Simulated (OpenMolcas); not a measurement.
# CH5BO (SMILES BOC): name the method

CH5BO: 8 atoms, total charge 0, spin state singlet. As SMILES, `BOC`. Geometry: relaxed at GFN2-xTB.

```xyz
8

B    -0.6479    0.8345   -0.8426
O     0.4748    0.4192   -0.2865
C     0.5706   -0.6265    0.6459
H    -1.6973    0.3483   -0.5942
H    -0.5358    1.7222   -1.5984
H    -0.4049   -1.0722    0.8592
H     1.2396   -1.3915    0.2457
H     1.0009   -0.2340    1.5708
```

Orbital energies are those of the mean-field step.

A calculation with OpenMolcas 26.06 gave:

* total energy: -139.5683 Eh
* dipole moment: 2.14 D
* HOMO energy: -12.00 eV
* LUMO energy: 4.13 eV
* HOMO–LUMO gap: 16.14 eV
* largest force: 2.212 eV/Å

Question: Which of these levels gave the numbers?
A. MP2/jul-cc-pV(D+d)Z
B. B3LYP/STO-3G
C. PBE0/def2-SVP
D. HF/3-21G

Answer: D. The others give -140.7917 Eh (MP2/jul-cc-pV(D+d)Z), -139.3903 Eh (B3LYP/STO-3G), -140.9259 Eh (PBE0/def2-SVP).
